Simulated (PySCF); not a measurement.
Isomers of [C5H6Cl]+ (charge +1), one GFN2-xTB conformer each. Single-point energies are computed at PBE0/pcSseg-1 (PySCF, gas phase, no added dispersion term), electronic only.

```
            SMILES  GFN2-xTB relative energy (kJ/mol)
     C#C[C+](C)CCl                              131.9
Cl[C@H]1[CH+]C=CC1                                0.0
```

Conformers: `[CH:1]#[C:2][C+:3]([CH3:4])[CH2:5][Cl:6]` (charge +1) with C2–C3–C5–Cl6 -93°.

Task: What does PBE0/pcSseg-1 give for the same structures?

Result: 
```json
{"SMILES": "Cl[C@H]1[CH+]C=CC1", "PBE0/pcSseg-1 E (Eh)": "-653.56810", "PBE0/pcSseg-1 (kJ/mol)": "0.0", "GFN2-xTB (kJ/mol)": "0.0", "point group": "–"}
{"SMILES": "C#C[C+](C)CCl", "PBE0/pcSseg-1 E (Eh)": "-653.51147", "PBE0/pcSseg-1 (kJ/mol)": "148.7", "GFN2-xTB (kJ/mol)": "131.9", "point group": "C1"}
```

Both levels put the same isomer lowest. 

Task: Which frontier levels and rotational constants go with these structures?

Result: 
```
            SMILES  HOMO (eV, PBE0/pcSseg-1)  LUMO (eV)     A, B, C (MHz)
Cl[C@H]1[CH+]C=CC1                    -13.20      -7.58  5699, 2825, 2371
     C#C[C+](C)CCl                    -13.77      -8.58  4206, 2264, 1803
```
